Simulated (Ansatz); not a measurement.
Geometry optimisation, Ansatz 0.2.0, RKS PBE0-D4/6-31G*.

The input (input.yaml):

```yaml
crystal:
  periodic: [false, false, false]
  atoms:
    - { symbol: "N", position_ang: [-0.56, 0.2873, -0.5805] }
    - { symbol: P, position_ang: [0.1122, 0.2012, 0.931] }
    - { symbol: O, position_ang: [1.4638, -0.3604, 0.3147] }
    - { symbol: H, position_ang: [0.21844, 0.0988, -1.31028] }
    - { symbol: H, position_ang: [-1.22961, -0.53276, -0.74132] }
    - { symbol: H, position_ang: [-0.4576, -1.0066, 1.3599] }
    - { symbol: H, position_ang: [1.313, -0.8471, -0.4935] }
basis:
  gaussian: { orbitals: "6-31G*" }
hamiltonian:
  xc: pbe0
  dispersion: d4
relax:
  f_tol: 0.015
  max_steps: 40
output:
  orbitals: {}
```

Run as:

```bash
$ ansatz run input.yaml --threads 1 --pin off --max-ram 2048MiB --backend cpu --events-out ev --progress --plain --runs-dir out
```

Question: Where does it end, and by what steps?

Answer: The forces met the threshold. After 12 steps the energy has fallen by 1.385 eV; H4 moved furthest, 1.17 Å.

```tsv
step	energy less start (eV)	largest force component (eV/Å)	accepted
0	0.0000	4.557	yes
1	-0.7554	1.801	yes
2	-0.9938	0.815	yes
3	-1.1400	0.439	yes
4	-1.2364	0.773	yes
5	-1.3212	0.530	yes
6	-1.3642	0.467	yes
7	-1.3735	0.428	yes
8	-1.3714	0.483	no
9	-1.3833	0.085	yes
10	-1.3842	0.046	yes
11	-1.3845	0.091	yes
12	-1.3846	0.012	yes
```

```xyz
7
Properties=species:S:1:pos:R:3
N -0.741 0.180 -0.648
P 0.279 0.246 0.710
O 1.714 -0.531 0.361
H -0.619 0.921 -1.325
H -0.990 -0.695 -1.094
H -0.388 -0.824 1.380
H 1.606 -1.456 0.096
```

The run took 26 s on 1 thread of Arm Neoverse V1 (shared host), peak memory 0.13 GiB.
